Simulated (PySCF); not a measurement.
Compound: C₄H₉S (doublet state).
Atom-mapped SMILES: `[CH3:1][CH:2][S:3][CH2:4][CH3:5]` (hydrogens: H6, H7, H8 on C1; H9 on C2; H10, H11 on C4; H12, H13, H14 on C5)

Cartesian coordinates in Å at the GFN2-xTB level; atoms count from 1:
```xyz
14
C4H9S angstrom
C      1.895   -0.385    0.260
C      1.203    0.919    0.407
S      0.041    1.534   -0.686
C     -1.106    0.118   -0.946
C     -1.779   -0.296    0.347
H      2.922   -0.246   -0.093
H      1.381   -1.041   -0.438
H      1.957   -0.892    1.227
H      1.698    1.698    0.962
H     -0.545   -0.702   -1.391
H     -1.826    0.488   -1.674
H     -1.035   -0.592    1.083
H     -2.449   -1.135    0.167
H     -2.356    0.532    0.754
```

The hyperfine couplings belong to this conformer and change with its torsions.

Computed with PySCF 2.14.0, UKS B3LYP, pcH-1 on C H S, non-relativistic, mean-field spin-orbit, GIAO. The structure is a single GFN2-xTB conformer in the gas phase; no vibrational or solvent corrections. The geometry wasn't refined by DFT: couplings that depend on bond lengths, twists or pyramidal angles can differ widely from those at the functional's own minimum. No stability test was run, so a lower SCF solution isn't excluded.

(1) Break the g tensor into its mass correction, gauge correction and orbital-Zeeman/spin–orbit terms.

(2) What effective moment and Curie constant follow for a powder?

(3) At 9.751 GHz, how far is the centre of the isotropic spectrum from where a free electron (g = 2.002319) resonates?

(4) In a frozen sample, at which fields do the three g values resonate at 9.5, 34, 94 and 263 GHz (hyperfine left aside), and which band first spreads them over more than twice a line width of 0.5 mT?

Results:

(1) 
| Δg (ppm) | 1 | 2 | 3 |
| --- | --- | --- | --- |
| relativistic mass correction | -165 | -165 | -165 |
| gauge correction | 20 | 50 | 27 |
| orbital Zeeman/spin–orbit | -258 | 2116 | 5039 |
| total | -403 | 2001 | 4902 |

So g = 2.00192, 2.00432, 2.00722 and g_iso = 2.00449; the tensor is rhombic: the two nearest values differ by 45 % of g3 − g1. Axes: g2 points within 11° of the C2–S3 bond and g3 points within 13° of the S3–C4 bond.

(2) With the mean of g² = 4.0180 and S(S+1) = 0.75: μ_eff = √(⟨g²⟩S(S+1)) = 1.736 μB and χT = 0.12505·⟨g²⟩·S(S+1) = 0.377 cm³ K/mol (cgs; spin-Hamiltonian part alone).

(3) B = hν/(g μB) with μB/h = 13.99624 MHz/mT gives 347.94 mT for the free electron and 347.56 mT at g_iso, 0.38 mT lower.

(4) 
```
band    GHz  B(g3) mT  B(g2) mT  B(g1) mT  spread mT
   X    9.5    338.16    338.65    339.05       0.90
   Q   34.0   1210.24   1211.99   1213.45       3.21
   W   94.0   3345.96   3350.81   3354.83       8.87
   J  263.0   9361.58   9375.13   9386.38      24.81
```

The spread grows in proportion to the frequency. Q band is the first where it exceeds 1.0 mT.

Largest spin populations (Mulliken): C2 (+0.84) and S3 (+0.15). The angles at C2 add up to 355.4°, so it is nearly planar; its axial dipolar tensor and the negative coupling of its proton fit spin in a p orbital normal to that plane.

The HOMO–LUMO gaps are 5.53 eV among the α and 5.34 eV among the β orbitals.

Hardware: one thread of an Arm Neoverse V2, no GPU, shared host with 192 logical CPUs at a one-minute load of 78. Cost: 34 s of wall time (grids of density and orbitals included), 0.86 GiB resident at most.
